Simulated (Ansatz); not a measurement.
Geometry optimisation, RKS PBE/def2-SVP in Ansatz 0.2.0.

input.yaml

```yaml
crystal:
  periodic: [false, false, false]
  atoms:
    - { symbol: B, position_ang: [0.384483, -0.012882, 0.070279] }
    - { symbol: O, position_ang: [0.586905, -0.118468, 1.427453] }
    - { symbol: H, position_ang: [-0.264727, -0.210085, 1.898017] }
    - { symbol: H, position_ang: [1.340413, 0.103162, -0.642247] }
    - { symbol: F, position_ang: [-0.862175, -0.043128, -0.421902] }
basis:
  gaussian: { orbitals: def2-SVP }
hamiltonian:
  xc: pbe
relax:
  f_tol: 0.03
  max_steps: 50
```

Launched with:

```bash
$ ansatz run input.yaml --threads 1 --pin off --max-ram 2048MiB --backend cpu --events-out ev --progress --plain --runs-dir out
```

**Question.** Where does it end, and by what steps?

**Answer.** The run converged. After 4 steps the energy has fallen by 0.014 eV; B1 moved furthest, 0.01 Å.

```
step  energy less start (eV)  largest force component (eV/Å)  accepted
   0                  0.0000                           1.132       yes
   1                 -0.0105                           0.532       yes
   2                 -0.0125                           0.157       yes
   3                 -0.0134                           0.100       yes
   4                 -0.0138                           0.016       yes
```

```xyz
5
Properties=species:S:1:pos:R:3
B 0.385 -0.015 0.084
O 0.579 -0.119 1.419
H -0.263 -0.210 1.907
H 1.341 0.104 -0.651
F -0.857 -0.042 -0.427
```

Time of the run: 4.5 s on 1 thread of Arm Neoverse V2, on a shared host, peak memory 0.12 GiB.
